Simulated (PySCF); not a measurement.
**Two probes of the same atoms: core binding energy and nuclear shielding**

Species: benzvalene, C6H6.
Cartesian coordinates in Å at the GFN2-xTB level; atoms count from 1:
```
atom  x, y, z in Å
C1     1.247    0.656   -0.227
C2     1.171   -0.642   -0.505
C3    -0.225   -1.039   -0.175
C4    -0.726   -0.163    0.958
C5    -0.104    1.037    0.270
C6    -1.137    0.151   -0.400
H7     2.072    1.334   -0.321
H8     1.918   -1.310   -0.886
H9    -0.579   -2.051   -0.301
H10   -1.227   -0.332    1.888
H11   -0.340    2.045    0.574
H12   -2.070    0.312   -0.899
```

Binding energies: PySCF, delta-SCF UKS SCAN, pcX-2 on the ionised atom, pcseg-1 elsewhere, spin-free X2C. Shieldings: GIAO PBE0/pcSseg-1, non-relativistic, same geometry.

```csv
atom,isotropic shielding (ppm)
C1,45.1
C3,148.2
C4,131.8
```

What are the C 1s binding energies of these atoms?

| atom | environment | C 1s (eV) | isotropic shielding (ppm) |
| --- | --- | --- | --- |
| C1 | alkene CH carbon | 289.75 | 45.1 |
| C4 | sp3 carbon at a ring junction | 290.68 | 131.8 |
| C3 | sp3 carbon at a ring junction | 290.92 | 148.2 |

Among the listed atoms, is the one with the highest binding energy also the least shielded?

No. The highest binding energy is at C3 (290.92 eV, shielding 148.2 ppm), the lowest shielding at C1 (45.1 ppm, 289.75 eV).

By binding energy: C1 < C4 < C3. By shielding: C1 < C4 < C3.

Of atoms equivalent by bonding only the ionised one is listed; its partners' own values can differ in this conformer. Geometry: GFN2-xTB; no solvent, vibrations or thermal averaging.
